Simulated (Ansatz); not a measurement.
# C4H6O2 (methyl acrylate): BHLYP/6-31G(d) (spherical functions)

Aim: the vertical ionisation energy of C4H6O2 (methyl acrylate) at BHLYP/6-31G* (spherical functions), from 2 runs. 

The results are computed with Ansatz 0.2.0.

54 further runs of the same task are left out: 54 set aside as unsound or not needed.

## 1. Starting point

C4H6O2: 12 atoms, total charge 0, spin state singlet. SMILES: `C=CC(=O)OC`. The shape is that of a PBE0-D4/def2-TZVP optimisation. This is one conformer, not always the lowest.

Bond lengths: C1–C2 1.325 Å, C2–C3 1.478 Å, C3–O4 1.203 Å, C3–O5 1.341 Å, O5–C6 1.423 Å, C1–H7 1.084 Å, C1–H8 1.083 Å, C2–H9 1.084 Å, C6–H10 1.091 Å, C6–H11 1.088 Å, C6–H12 1.091 Å. Some angles: C1–C2–C3 120.5°, C2–C3–O4 125.8°, C2–C3–O5 110.7°, O4–C3–O5 123.5°, C3–O5–C6 115.1°, C1–C2–H9 122.5°, C3–C2–H9 117.0°, C2–C1–H7 120.1°, C2–C1–H8 121.6°, O5–C6–H10 110.6°.

## 2. A single-point energy at BHLYP/6-31G(d) (spherical functions)

in.yaml reads:

```yaml
crystal:
  periodic: [false, false, false]
  atoms:
    - {symbol: C, position_ang: [-2.188400, 1.173500, 0.033200]}
    - {symbol: C, position_ang: [-0.898000, 1.068600, 0.317400]}
    - {symbol: C, position_ang: [-0.132300, -0.126500, -0.095900]}
    - {symbol: O, position_ang: [-0.573100, -1.071600, -0.696400]}
    - {symbol: O, position_ang: [1.147600, -0.025700, 0.290700]}
    - {symbol: C, position_ang: [1.973000, -1.129800, -0.060300]}
    - {symbol: H, position_ang: [-2.692500, 0.379400, -0.506600]}
    - {symbol: H, position_ang: [-2.765600, 2.041400, 0.327700]}
    - {symbol: H, position_ang: [-0.356100, 1.838200, 0.854600]}
    - {symbol: H, position_ang: [1.998300, -1.261200, -1.143100]}
    - {symbol: H, position_ang: [2.964900, -0.893300, 0.318300]}
    - {symbol: H, position_ang: [1.599100, -2.048400, 0.394500]}
basis:
  gaussian: {orbitals: 6-31G_st_-spherical.json}
accuracy: high
output: {orbitals: {seedname: orbitals}}
hamiltonian: {xc: {name: BHLYP}}
```

The basis set 6-31G* is read from a file made from the Basis Set Exchange's data (not shown).

Launch:

```
ansatz run in.yaml --threads 1 --pin off --max-ram 3480MiB --events-out events.jsonl --progress --plain --runs-dir runs
```

The log of the run:

```text
Warning: RAYON_NUM_THREADS=1 ignored (pool sized by the plan → 1); use --threads N
Functional definition: BHLYP
  name "BHLYP"
  parameter a = 0.5
  exchange = (1 - a)*b88_x + a*exact_x
  correlation = lyp_c
2347 factors; integrals over basis functions are off by at most 5.1e-9 eV
mean field evaluation 1: about -8329.1502 eV, gradient 4.9e1 eV
mean field evaluation 2: about -8328.7131 eV, gradient 5.4e1 eV
mean field evaluation 4: about -8333.7275 eV, gradient 2.6e0 eV
mean field evaluation 8: about -8334.5260 eV, gradient 3.6e-1 eV
mean field evaluation 16: about -8334.5264 eV, gradient 1.1e-4 eV
mean field -8334.52640385 eV, -306.2881959965 hartree, gradient 2.0e-8 eV, S^2 0.000000; 0 other end points of the search recorded, 0 dependent functions left out
reference -8334.52642833 eV, -306.2881968963 hartree; 23, 23 occupied and 73, 73 virtual orbitals, 2347 factors
Total energy: -8334.52642833 eV, -306.2881968963 hartree
```

Run time: 6 s. Hardware: 1 thread of Intel Xeon 6975P-C (Granite Rapids), shared host; peak memory 0.37 GiB.

## 3. The doublet cation, same level

run.yaml reads:

```yaml
basis:
  gaussian:
    orbitals: 6-31G_st_-spherical.json
crystal:
  periodic: [false, false, false]
  atoms:
    - {symbol: C, position_ang: [-2.188400, 1.173500, 0.033200]}
    - {symbol: C, position_ang: [-0.898000, 1.068600, 0.317400]}
    - {symbol: C, position_ang: [-0.132300, -0.126500, -0.095900]}
    - {symbol: O, position_ang: [-0.573100, -1.071600, -0.696400]}
    - {symbol: O, position_ang: [1.147600, -0.025700, 0.290700]}
    - {symbol: C, position_ang: [1.973000, -1.129800, -0.060300]}
    - {symbol: H, position_ang: [-2.692500, 0.379400, -0.506600]}
    - {symbol: H, position_ang: [-2.765600, 2.041400, 0.327700]}
    - {symbol: H, position_ang: [-0.356100, 1.838200, 0.854600]}
    - {symbol: H, position_ang: [1.998300, -1.261200, -1.143100]}
    - {symbol: H, position_ang: [2.964900, -0.893300, 0.318300]}
    - {symbol: H, position_ang: [1.599100, -2.048400, 0.394500]}
total_charge: 1
magnetization:
  spin_polarized: true
  initial_magnetization: 1
hamiltonian:
  xc: {name: BHLYP}
accuracy: high
output: {orbitals: {seedname: orbitals}}
```

The basis set 6-31G* is read from a file made from the Basis Set Exchange's data (not shown).

Launch:

```
ansatz run run.yaml --threads 1 --pin off --max-ram 3480MiB --events-out events.jsonl --progress --plain --runs-dir runs
```

The log of the run:

```text
Warning: RAYON_NUM_THREADS=1 ignored (pool sized by the plan → 1); use --threads N
[... 5 set-up lines as earlier in the session ...]
2347 factors; integrals over basis functions are off by at most 5.1e-9 eV
mean field evaluation 1: about -8317.0257 eV, gradient 4.3e1 eV
mean field evaluation 2: about -8305.4144 eV, gradient 6.7e1 eV
mean field evaluation 4: about -8324.0076 eV, gradient 6.9e0 eV
mean field evaluation 8: about -8324.2738 eV, gradient 5.3e-1 eV
mean field evaluation 16: about -8324.3235 eV, gradient 4.9e-1 eV
mean field evaluation 32: about -8324.3258 eV, gradient 2.0e-4 eV
mean field evaluation 64: about -8324.3318 eV, gradient 4.8e-1 eV
mean field -8324.46238435 eV, -305.9183501017 hartree, gradient 6.2e-8 eV, S^2 0.758646; 8 other end points of the search recorded, 0 dependent functions left out
reference -8324.46240935 eV, -305.9183510204 hartree; 23, 22 occupied and 73, 74 virtual orbitals, 2347 factors
Total energy: -8324.46240935 eV, -305.9183510204 hartree
```

Run time: 30 s. Hardware: 1 thread of Intel Xeon 6975P-C (Granite Rapids), shared host; peak memory 0.54 GiB.

## 4. Outcome

Level: BHLYP/6-31G* (spherical functions).

```
                                          quantity          value
                      singlet C4H6O2: total energy  -306.28820 Eh
                       singlet C4H6O2: HOMO energy       -9.02 eV
                       singlet C4H6O2: LUMO energy        0.20 eV
                     singlet C4H6O2: HOMO–LUMO gap        9.23 eV
                      doublet cation: total energy  -305.91835 Eh
doublet cation: HOMO energy (highest over α and β)      -15.00 eV
 doublet cation: LUMO energy (lowest over α and β)      -10.78 eV
                              doublet cation: ⟨S²⟩          0.759
vertical ionisation energy (to the doublet cation)      10.064 eV
```

In words: The vertical ionisation energy comes to 10.06 eV (232 kcal/mol). The negative HOMO energy of the first species, 9.02 eV, lies 1.04 eV below that difference.
